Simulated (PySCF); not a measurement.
Species: ethyl isothiocyanate, C₃H₅NS.
Bonds: C1–C2, C2–N3, N3–C4 (double), C4–S5 (double). Hydrogens: H6, H7, H8 on C1; H9, H10 on C2.

The geometry is computed with GFN2-xTB (gas phase).

(1) List the bond lengths, angles and torsions at this level.

Results:

(1) 
```
               bond  length (Å)
              C1–C2       1.526
              C2–N3       1.411
              N3=C4       1.190
              C4=S5       1.558
C1–H6, C1–H7, C1–H8       1.087
      C2–H9, C2–H10       1.096
```

Bonds in one row agree within 0.01 Å and their mean is given. A selection of angles:
```
    angle  degrees
 C2–C1–H6    109.6
 H6–C1–H7    108.9
 C1–C2–N3    112.8
 C1–C2–H9    110.4
 N3–C2–H9    107.3
H9–C2–H10    108.2
 C2–N3–C4    148.8
 N3–C4–S5    170.3
```

Torsions: C1–C2–N3–C4 -3° (synperiplanar).

N3 (isothiocyanate nitrogen) is bent (angle 148.8°). The C–N distances run from 1.190 Å (N3=C4, drawn double) to 1.411 Å (C2–N3, drawn single), a spread of 0.221 Å. The 5 heavy atoms lie in one plane (0.005 Å rms).

Point group: Cs (every atom within 0.08 Å of its image). No GFN2-xTB frequencies stand behind this structure, so it isn't proved a minimum. The numbers are those of one conformer.
